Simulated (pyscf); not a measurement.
Structures and frequencies: ωB97X-D3(BJ)/def2-SVP in PySCF.

Problem. How much does it cost (ΔH, 298 K, ωB97M-D3(BJ)/def2-TZVP) to split H₃C–CH₂–SiH₂–CH₃ at its H–Si bond into H₃C–CH₂–SiH•–CH₃ + H•?

Solution. H–Si to H₃C–CH₂–SiH•–CH₃ + H•: 94.0 kcal/mol. The 7 functionals that were run give +87.3 (PBE) to +94.0 kcal/mol (ωB97M-D3(BJ)). H₃C–CH₂–SiH₂–CH₃ lies 13.2 kcal/mol over its isomer H₃C–SiH(CH₃)–CH₃, and others may lie lower still (electronic energy, ωB97M-D3(BJ)). H₃C–CH₂–SiH•–CH₃ lies 12.1 kcal/mol over its isomer H₃C–Si•(CH₃)–CH₃, and others may lie lower still (electronic energy, ωB97M-D3(BJ)).
